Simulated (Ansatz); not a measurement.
`C[CH2][MgH]` + H• → `C[CH2][Mg]`• + H₂  (hydrogen abstraction from a Mg–H bond)

Program: Ansatz. Geometries: PBE0-D4/def2-TZVP. ΔE: electronic, gas phase. CCSD(T)/CBS adds triple-zeta CCSD(T) − MP2 to the extrapolated MP2 energy (def2 sets, frozen cores). This one scheme is used for every species, atoms too. DFT in def2-TZVPP. B3LYP here is the variant with VWN-RPA as its local correlation; programs differ in this. No spin–orbit coupling; open shells (•) take unrestricted orbitals. Bonds to Mg are less sure, by a few kJ/mol each and by 10 to 20 or more in all where they break to atoms, as the def2 sets lack core-valence functions.

```json
{"level": "PBE-D4", "ΔE (kcal/mol)": "-39.2"}
{"level": "BLYP-D4", "ΔE (kcal/mol)": "-41.9"}
{"level": "B3LYP", "ΔE (kcal/mol)": "-39.9"}
{"level": "SCS-MP2/def2-TZVPP", "ΔE (kcal/mol)": "-37.1"}
```

Question: What does CCSD(T)/CBS give? (An estimate is asked.)

Answer: The calculation gave: -35.2 kcal/mol. The listed levels differ from it by -4.0, -6.7, -4.7, -1.9 kcal/mol.

Largest T1 diagnostic among the species: 0.012.

In def2-TZVPP, CCSD(T) changes the Hartree–Fock value by −5.0 kcal/mol (the triples alone add −0.1 kcal/mol) and MP2 by −3.8 kcal/mol. Leaving LDA and LC-ωPBE aside and taking each functional with its dispersion term where it has one, the values, not all of them listed here, spread over 8.3 kcal/mol, from BLYP-D4 to B97M-V. LDA lies −1.1 kcal/mol from PBE without D4.
